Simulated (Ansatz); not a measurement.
# Two structures, one formula

Two relaxed structures of AlH2SO, doublet (PBE0-D4/def2-TZVP; forces vanish, vibrations not checked).

A:

```xyz
5
angstrom
Al -1.2131 0.3185 -1.0763
O 0.3296 0.2904 -0.3571
S 1.0301 -0.3220 0.9954
H -2.4172 -0.4317 -0.3209
H 2.2705 0.1448 0.7589
```

B:

Al1  (-0.904, 0.661, -1.788)
O2  (0.057, 0.293, -0.472)
S3  (2.007, -0.456, 2.195)
H4  (2.058, -1.710, 1.709)
H5  (0.600, 0.178, 0.308)
(Å)

Program: Ansatz 0.2.0. Basis: def2-TZVPP. Cores are frozen in the correlated methods; orbitals are unrestricted. B3LYP uses VWN-RPA correlation.

Q: Which structure is lower at CCSD(T), and by how much? (Judge from chemistry; the value comes from the calculation.)

A: Computed: B, by 19.39 kcal/mol (electronic energy, against the other). By their contacts, A is AlH₂SO ([AlH][O][SH]) and B is a complex of AlHO ([OH][Al]) + HS.

All methods give the same order:

| method | E(B) − E(A) (kcal/mol) |
| --- | --- |
| PBE-D4 | -13.73 |
| r2SCAN-D4 | -11.33 |
| PBE0-D4 | -13.71 |
| B3LYP-D4 | -16.62 |
| wB97M-V | -18.75 |
| HF | -22.27 |
| MP2 | -15.93 |
| CCSD | -20.73 |
| CCSD(T) | -19.39 |

T1 diagnostic: at most 0.018. ⟨S²⟩ of the unrestricted Hartree–Fock references: 0.76 (a pure state has 0.75).

Labels in which every atom is bracketed show which atoms are joined, not bond orders.

For scale, one of the runs: CCSD(T)/def2-TZVPP, 143 basis functions, launched by `ansatz run in.yaml --threads 2 --pin off --events-out ev --progress --plain --max-ram 4352MiB`. Time: 49 s of wall clock on 2 CPU threads of an Arm Neoverse V2; the host was shared. Peak host memory: 1.8 GiB.
